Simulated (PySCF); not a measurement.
## Ionisation energy of N by level of theory

N [He] 2s2 2p3 (4S) → N⁺ [He] 2s2 2p2 (3P), as a difference of total energies. All numbers are calculated (PySCF 2.14, the spin-free X2C one-electron Hamiltonian (Gaussian nucleus), in Sapporo-DZP-2012 (4s3p1d, 18 functions)). Correlated levels: valence: 1s2 frozen. The calculations carry no spin-orbit coupling.

| method | ionisation energy (eV) | error (eV) |
| --- | --- | --- |
| UHF | 13.869 | -0.676 |
| LDA | 14.870 | +0.325 |
| M06-L | 14.785 | +0.240 |
| MP2 (valence) | 14.408 | -0.137 |
| SCS-MP2 (valence) | 14.181 | -0.364 |
| CCSD (valence) | 14.248 | -0.297 |
| CCSD(T) (valence) | 14.247 | -0.298 |

Reference: 14.545 eV (measured; NIST levels, between the centres of gravity of the two terms).

Errors of the correlated levels include the incompleteness of this basis and the frozen core.
